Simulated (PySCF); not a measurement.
Bonding in `N#CC[S@](=O)[O-]`

C2H2NO2S (charge -1).
Atom-mapped SMILES: `[N:1]#[C:2][CH2:3][S@:4](=[O:5])[O-:6]` (hydrogens: H7, H8 on C3)

Geometry (GFN2-xTB, Å), atoms numbered from 1 in this order:
```xyz
8
C2H2NO2S angstrom
N     -2.612    0.456    0.501
C     -1.591   -0.001    0.210
C     -0.331   -0.507   -0.108
S      1.164    0.829    0.328
O      1.413    1.410   -1.009
O      2.217   -0.129    0.736
H     -0.193   -0.676   -1.172
H     -0.058   -1.373    0.488
```

Bond orders from the PBE0/pcSseg-1 density (PySCF). The structure is a single GFN2-xTB conformer in the gas phase; no vibrational or solvent corrections. The pcSseg-1 basis has no diffuse functions, a weakness for an anion.

How far do the computed orders between heavy atoms stray from the drawn ones?

The largest departure is 0.574, at S4–O6 (drawn single, 1.574). Drawn single, order above 1.12: S4–O6 (1.574). Drawn single, order below 0.88: C3–S4 (0.583). Drawn double or triple, more than 0.30 short of the drawn order: S4–O5 (1.591). The SMILES, with its formal charges, is one Lewis structure only.

Give the Mayer order of every bond, beside its length.

```tsv
bond	drawn as	length (Å)	Mayer order
N1–C2	triple	1.156	3.019
C2–C3	single	1.395	1.073
C3–S4	single	2.051	0.583
S4–O5	double	1.478	1.591
S4–O6	single	1.481	1.574
C3–H7	single	1.086	0.926
C3–H8	single	1.086	0.931
```

Sum the orders of all bonds at each heavy atom with more than one neighbour and set the sums beside the valence in the SMILES.

C2 4.092 (drawn 4), C3 3.513 (drawn 4), S4 3.748 (drawn 4). Orders between atoms that aren't bonded are not in these sums.

For a closed shell the Mayer order of atoms A and B is Σ (PS)μν (PS)νμ over the basis functions μ on A and ν on B, with P the density and S the overlap matrix.
